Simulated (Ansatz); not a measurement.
**HNO2 (nitrous acid) at MP2/def2-TZVP**

Aim: the vertical ionisation energy of HNO2 (nitrous acid) at MP2/def2-TZVP, from 2 runs. 

Program for the calculation: Ansatz 0.2.0.

55 further runs of the same task are left out: 55 set aside as unsound or not needed.

## Step 1: The structure to begin with

The species is HNO2 (4 atoms), meant as a singlet with charge 0. SMILES: `O=NO`. Geometry: relaxed at PBE0-D4/def2-TZVP.

Bond lengths: O1–N2 1.162 Å, N2–O3 1.397 Å, O3–H4 0.967 Å. Angles: O1–N2–O3 111.2°, N2–O3–H4 102.9°.

## Step 2: A single-point energy at MP2/def2-TZVP

input.yaml

```yaml
crystal:
  periodic: [false, false, false]
  atoms:
    - {symbol: O, position_ang: [0.413650, 0.047230, 1.437260]}
    - {symbol: "N", position_ang: [0.320150, -0.419400, 0.377370]}
    - {symbol: O, position_ang: [-0.362650, 0.434660, -0.492650]}
    - {symbol: H, position_ang: [-0.371140, -0.062490, -1.321980]}
basis:
  gaussian: {orbitals: def2-TZVP}
correlation: {method: mp2, frozen_orbitals: {H: 0, "N": 1, O: 1}}
accuracy: high
```

Command:

```
$ ansatz run input.yaml --threads 1 --pin off --max-ram 3480MiB --events-out events.jsonl --progress --plain --runs-dir runs
```

The program printed:

```text
Warning: RAYON_NUM_THREADS=1 ignored (pool sized by the plan → 1); use --threads N
Functional definition: HF
  name "HF"
  exchange = exact_x
  correlation = 0
1704 factors; integrals over basis functions are off by at most 3.2e-9 eV
mean field evaluation 1: about -5568.4350 eV, gradient 3.8e1 eV
mean field evaluation 2: about -5568.4403 eV, gradient 3.8e1 eV
mean field evaluation 4: about -5570.9811 eV, gradient 3.6e0 eV
mean field evaluation 8: about -5571.0609 eV, gradient 3.7e-1 eV
mean field -5571.06198659 eV, -204.7327518058 hartree, gradient 5.0e-8 eV, S^2 0.000000; 0 other end points of the search recorded, 0 dependent functions left out; unrestricted orbitals would lower it
mean field evaluation 16: about -5570.9217 eV, gradient 3.3e0 eV
3 core orbitals not correlated: weight in the atoms' cores, before any rotation towards them, 1.000 or more for the frozen orbitals, at most 0.000 for the correlated occupied ones
reference -5571.06198659 eV, -204.7327518058 hartree; 9, 9 occupied and 87, 87 virtual orbitals, 1704 factors
second order -18.29377741 eV of doubles, -0.00000000 eV of singles
Total energy: -5589.35576400 eV, -205.4050357256 hartree
```

Run time: 2.7 s. Hardware: 1 thread of Arm Neoverse V1, shared host; peak memory 0.22 GiB.

## Step 3: The doublet cation, same level

molecule.yaml

```yaml
crystal:
  periodic: [false, false, false]
  atoms:
    - symbol: O
      position_ang: [0.413650, 0.047230, 1.437260]
    - symbol: N
      position_ang: [0.320150, -0.419400, 0.377370]
    - symbol: O
      position_ang: [-0.362650, 0.434660, -0.492650]
    - symbol: H
      position_ang: [-0.371140, -0.062490, -1.321980]
basis:
  gaussian: {orbitals: def2-TZVP}
total_charge: 1
magnetization: {spin_polarized: true, initial_magnetization: 1}
correlation: {method: mp2, frozen_orbitals: {H: 0, "N": 1, O: 1}}
accuracy: high
```

Command:

```
$ ansatz run molecule.yaml --threads 1 --pin off --max-ram 3480MiB --events-out events.jsonl --progress --plain --runs-dir runs
```

The program printed, shortened:

```text
Warning: RAYON_NUM_THREADS=1 ignored (pool sized by the plan → 1); use --threads N
[... 2 set-up lines as earlier in the session ...]
[...]
1704 factors; integrals over basis functions are off by at most 3.2e-9 eV
[...]
mean field -5560.76307896 eV, -204.3542739311 hartree, gradient 2.8e-8 eV, S^2 0.853310; 6 other end points of the search recorded, 0 dependent functions left out
3 core orbitals not correlated: weight in the atoms' cores, before any rotation towards them, 1.000 or more for the frozen orbitals, at most 0.000 for the correlated occupied ones
reference -5560.76307896 eV, -204.3542739311 hartree; 9, 8 occupied and 87, 88 virtual orbitals, 1704 factors
second order -16.79733360 eV of doubles, -0.00000000 eV of singles
Total energy: -5577.56041256 eV, -204.9715645552 hartree
```

Run time: 7.5 s. Hardware: 1 thread of Arm Neoverse V1, shared host; peak memory 0.26 GiB.

## Step 4: Results

At MP2/def2-TZVP, 3 core orbitals frozen:

| quantity | value |
| --- | --- |
| singlet HNO2: total energy | -205.40504 Eh |
| singlet HNO2: correlation energy (3 core orbitals frozen) | -672.3 mEh |
| doublet cation: total energy | -204.97156 Eh |
| doublet cation: correlation energy (3 core orbitals frozen) | -617.3 mEh |
| doublet cation: ⟨S²⟩ of the reference determinant | 0.853 |
| vertical ionisation energy (to the doublet cation) | 11.795 eV |

What this shows: The vertical ionisation energy comes to 11.80 eV (272 kcal/mol). The restricted solution (singlet HNO2) is unstable to spin breaking: an unrestricted one lies lower. ⟨S²⟩ (doublet cation) is 0.85 where a pure doublet has 0.75: the reference is spin-contaminated.
